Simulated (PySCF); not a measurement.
# Other spins and charges of H2O, singlet at one geometry

Geometry (PBE0/def2-TZVP stationary point for this spin, not checked as a minimum):

```xyz
3

O     0.0000   -0.0653    0.0000
H     0.0000    0.5184   -0.7615
H     0.0000    0.5184    0.7615
```

Basis cc-pVDZ; PySCF 2.14.0. Correlated methods freeze the noble-gas cores. Prefix R: restricted or restricted open-shell reference; prefix U: unrestricted.

Gaps are energies of the second state less the first, at fixed atoms, for a selection of the levels run; mean-field and cluster levels share one orbital occupation for each state, and full CI takes the lowest of the symmetries tried.

Triplet less singlet: 7.542 eV at RCCSDT.

```tsv
level	gap (eV)	error (meV)
RHF	6.839	-703
UHF	6.694	-848
UMP2	7.730	188
UCCSD(T)	7.545	3
UCCSDT	7.542	0
PBE	7.405	-137
r2SCAN	7.388	-154
PBE0	7.414	-128
B3LYP	7.398	-144
B2PLYP	7.499	-43
```

Problem. PBE gives 12.281 eV for removing an electron, to the doublet. Estimate what RCCSDT gives in cc-pVDZ.

Solution. RCCSDT in cc-pVDZ gives 11.942 eV, so against it PBE is off by 0.339 eV, of which a good part can be the reference's own basis and frozen-core error.

| level | gap (eV) | error (meV) |
| --- | --- | --- |
| RHF | 10.856 | -1086 |
| UHF | 10.733 | -1209 |
| RMP2 | 12.111 | 169 |
| UMP2 | 12.111 | 169 |
| RCCSD | 11.920 | -22 |
| UCCSD | 11.918 | -24 |
| RCCSD(T) | 11.944 | 2 |
| UCCSD(T) | 11.943 | 1 |
| UCCSDT | 11.941 | -1 |
| r2SCAN | 12.184 | 242 |
| PBE0 | 12.195 | 253 |
| B3LYP | 12.313 | 371 |
| wB97M-V | 12.234 | 292 |
| B2PLYP | 12.149 | 207 |

In so small a basis the reference is far from its limit while semilocal and hybrid functionals are nearer theirs (RPA and double hybrids share part of the reference's basis error), so the functionals' errors here hold much of the reference's basis and frozen-core error, which can add to them or hide them.

Full CI isn't at hand for all of this; RCCSDT serves as the reference. It lacks quadruple excitations. The frozen core follows each run's orbitals, which can shift R against U totals by a few meV.
